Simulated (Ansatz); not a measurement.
The first iterations of a band of C5H12O (18 atoms, charge 0, multiplicity 1).

All numbers below come from RKS PBE0-D4/STO-3G in Ansatz 0.2.0.

| Item | Value |
| --- | --- |
| movable images | 5 |
| climbing image | yes |
| spring | 5.0 eV/Å² |
| optimiser | fire |
| start path | through a guess of the saddle point |
| force threshold | 0.05 eV/Å |
| iteration limit | 60 |
| end points | relaxed |

First end point:

```xyz
18
Properties=species:S:1:pos:R:3
C 0.885 -0.094 1.503
C 0.695 -0.020 -0.030
C 1.358 -1.235 -0.723
C -0.815 0.049 -0.431
C -1.540 1.282 0.183
O -0.840 0.084 -1.891
H 1.949 -0.213 1.743
H 0.342 -0.953 1.918
H 0.524 0.817 1.994
H 1.178 0.899 -0.404
H 1.182 -1.187 -1.805
H 0.933 -2.173 -0.343
H 2.439 -1.243 -0.537
H -1.315 -0.870 -0.047
H -2.570 1.341 -0.193
H -1.581 1.207 1.276
H -1.019 2.209 -0.088
H -1.844 0.110 -2.074
```

Last end point:

```xyz
18
Properties=species:S:1:pos:R:3
C 0.907 -0.048 1.469
C 0.631 -0.043 -0.052
C 1.285 -1.268 -0.734
C -0.907 -0.031 -0.377
C -1.625 1.215 0.217
O -1.147 -0.152 -1.811
H 1.986 -0.126 1.656
H 0.414 -0.905 1.946
H 0.544 0.871 1.944
H 1.071 0.873 -0.484
H 0.993 -1.303 -1.792
H 0.949 -2.197 -0.255
H 2.379 -1.216 -0.665
H -1.359 -0.942 0.065
H -2.672 1.230 -0.112
H -1.607 1.193 1.313
H -1.139 2.141 -0.120
H -0.740 0.719 -2.156
```

| iteration | highest image above the first end (eV) | largest band force component (eV/Å) |
| --- | --- | --- |
| 1 | 1.009 | 10.509 |
| 2 | 0.747 | 5.337 |
| 3 | 0.454 | 4.415 |
| 4 | 0.137 | 1.844 |
| 5 | 0.167 | 2.852 |
| 6 | 0.145 | 2.449 |
| 7 | 0.134 | 1.773 |
| 8 | 0.123 | 0.977 |
| 9 | 0.115 | 0.505 |
| 10 | 0.112 | 0.614 |
| 11 | 0.112 | 0.600 |
| 12 | 0.111 | 0.572 |
| 13 | 0.111 | 0.531 |
| 14 | 0.111 | 0.478 |

**Question.** Does the band converge within its limit, and where does its top end?

**Answer.** The forces met the threshold. It ended after 43 iterations with the highest image 0.086 eV above the first end. The order of the stationary point at the top wasn't checked. Limits of this set-up: minimal basis.

The run took 7.1 min on 1 thread of Intel(R) Xeon(R) 6975P-C (Granite Rapids), on a shared host, peak memory 0.14 GiB.
